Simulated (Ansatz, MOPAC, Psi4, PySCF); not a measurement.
Molecule: molecular nitrogen, N2 (charge 0, singlet). SMILES: N#N
Geometry from a B3LYP-D3(BJ)/def2-TZVP (Ansatz, a program for electronic structure) optimisation:
```xyz
2

N      0.0000     0.0000    -0.5454
N      0.0000     0.0000     0.5454
```

Quantity: vertical ionisation energy to the doublet, in eV. Conventions: each state is the SCF solution reached for its charge and spin; non-relativistic; PM7 with its own dispersion and hydrogen-bond terms; spin-orbit terms left out; UHF or UKS for open shells; 6-311+G** with 5d; 6-31G* and kin with 6d, 5d where marked. Ab initio and DFT rows: single points at B3LYP-D3(BJ) geometries (Ansatz). Semi-empirical rows: differences of heats of formation at the shared geometry for vertical values.

Measured values: CCCBDB table in ASE; they hold spin-orbit and core effects. 

Value to compare with, the measured value: 15.58 eV.

```json
[
 {"level": "PM6", "program": "MOPAC", "vertical ionisation energy to the doublet (eV)": "12.67", "error": "-2.91"},
 {"level": "PM7", "program": "MOPAC", "vertical ionisation energy to the doublet (eV)": "13.46", "error": "-2.12"},
 {"level": "MNDO", "program": "MOPAC", "vertical ionisation energy to the doublet (eV)": "14.77", "error": "-0.81"},
 {"level": "B3LYP/3-21G", "program": "Ansatz", "vertical ionisation energy to the doublet (eV)": "15.49", "error": "-0.09"},
 {"level": "B3LYP/6-31G*", "program": "Ansatz", "vertical ionisation energy to the doublet (eV)": "15.75", "error": "0.17"},
 {"level": "B3LYP/6-311+G**", "program": "Ansatz", "vertical ionisation energy to the doublet (eV)": "15.89", "error": "0.31"},
 {"level": "wB97X-D/6-31G*", "program": "Psi4", "vertical ionisation energy to the doublet (eV)": "15.88", "error": "0.30"},
 {"level": "PBE0/def2-TZVPD", "program": "Ansatz", "vertical ionisation energy to the doublet (eV)": "15.75", "error": "0.17"},
 {"level": "M06-2X/def2-TZVPD", "program": "PySCF", "vertical ionisation energy to the doublet (eV)": "16.08", "error": "0.50"}
]
```

Among the 7 habitual levels, PM6 lies farthest from the measured value (-2.91 eV) and B3LYP/3-21G nearest (-0.09); 3 of 7 lie above it, and their mean absolute error is 0.96 eV, the median 0.31. One case shows no general order.

The levels are drawn from those run, B3LYP/6-31G* more often than the rest, none by its result; runs whose electronic state is in doubt are left out.
